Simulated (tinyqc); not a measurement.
Worked calculation: Hueckel theory of the pi electrons with the omega technique, for the molecule C=C[CH2+] (SMILES; centres numbered as the heavy atoms are written). One step of it, computed by the program tinyqc.

Question. Energy, charges, bond orders. E = sum n x; q_r = z_r - P_rr; bond order p = P_rs; free valence = sqrt(3) - sum of p over the bonds of the atom.

final x values: [1.702414, 0.442493, -1.144908]

occupations: [2.000000, 0.000000, 0.000000]

final P, order 1C, 2C, 3C:
```
[[0.557507, 0.702414, 0.557507],
 [0.702414, 0.884987, 0.702414],
 [0.557507, 0.702414, 0.557507]]
```

Centres:
```
centre  z_r, pi electrons of the neutral centre         h
1C                                            1  0.000000
2C                                            1  0.000000
3C                                            1  0.000000
```

Bonds:
```
i  j  k
1  2  1
2  3  1
```

Give: pi energy = 2 alpha + this times beta; pi charges; Bond orders and lengths from R = 1.517 - 0.180 p; free valence of the carbons; gap between the highest filled and the next level.

Answer.

pi energy = 2 alpha + this times beta = 3.405

pi charges: [0.442, 0.115, 0.442]

Bond orders and lengths from R = 1.517 - 0.180 p (angstrom, C-C alone):
```
bond      p      R
1-2   0.702  1.391
2-3   0.702  1.391
```

free valence of the carbons: [1.030, 0.327, 1.030]

gap between the highest filled and the next level = 1.260 |beta|
